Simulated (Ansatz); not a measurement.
Basis sets over 8 cases of the harmonic zero-point energy at B3LYP with Ansatz (elements up to F), each against its own reference: (a) the value in aug-pcseg-2; (b) the value in def2-QZVPPD. By their distance from other large sets or by the extrapolation step the references are unsure by up to roughly 0.02 kcal/mol and lie short of the limit. Each level at its own minimum, unscaled; unrestricted open shells; no added dispersion term; no relativity. Cartesian d functions in some cases of 6-31G**. 

Cases are drawn at random; left out are references unsure by over 0.033 kcal/mol, runs with very soft modes, doubtful singlets, and cases whose largest runs show a restricted determinant unstable towards unrestricted orbitals, <S^2> over 0.1 too high or, where CCSD(T) ran, T1 over 0.025 (0.045 for open shells). Sets are drawn from those converged to one state in every case.

Cases (SMILES) and reference values:
- C#C (C2H2): 16.97 kcal/mol (a)
- C (CH4): 27.98 kcal/mol (a)
- [NH2] (NH2), doublet: 11.92 kcal/mol (b)
- O=C (CH2-O): 16.64 kcal/mol (a)
- O=[CH] (CH-O), doublet: 8.13 kcal/mol (b)
- F[CH2] (CH2-F), doublet: 15.33 kcal/mol (a)
- N (NH3): 21.45 kcal/mol (a)
- N#C (CH-N): 10.25 kcal/mol (a)

```csv
basis,"functions over def2-SVP (largest species, mean of cases)",mean signed deviation (kcal/mol),mean absolute,largest,within 0.1 kcal/mol
STO-3G,0.3,1.16,1.16,3.44,0 of 8
6-31G,0.6,0.07,0.18,0.56,4 of 8
3-21G,0.6,0.03,0.34,0.70,2 of 8
cc-pVDZ,1.0,-0.07,0.09,0.18,5 of 8
6-31G**,1.0,0.09,0.14,0.27,3 of 8
def2-SVPD,1.5,-0.06,0.08,0.25,6 of 8
aug-pcseg-1,1.7,-0.07,0.08,0.19,5 of 8
def2-TZVP,1.9,-0.02,0.03,0.14,7 of 8
"6-311++G(2d,2p)",2.0,0.00,0.04,0.10,7 of 8
cc-pVTZ,2.4,0.00,0.02,0.04,8 of 8
def2-TZVPD,2.4,-0.02,0.02,0.04,8 of 8
def2-TZVPP,2.4,0.01,0.01,0.03,8 of 8
def2-TZVPPD,2.9,0.01,0.01,0.02,8 of 8
"6-311++G(3df,3pd)",3.1,-0.01,0.02,0.07,8 of 8
```

Among the sets for which every case ran a larger relative (same family, alike in diffuse functions, listed or not), the smallest listed that holds all cases within 0.1 kcal/mol together with them is def2-TZVPD, at 2.4 times the functions of def2-SVP. Inside, though some case ran no larger relative to test it: cc-pVTZ, def2-TZVPP, def2-TZVPPD, 6-311++G(3df,3pd). Largest deviations of relatives not listed, over the cases that ran them: cc-pVQZ 0.02, def2-QZVPP 0.00, def2-QZVP 0.00, def2-QZVPPD 0.00 kcal/mol. A case lies within its reference's uncertainty of the window's edge in 6-31G, 3-21G, cc-pVDZ, 6-31G**, def2-SVPD, aug-pcseg-1, 6-311++G(2d,2p). These figures hold for the cases listed.

Ansatz is a first-principles code.
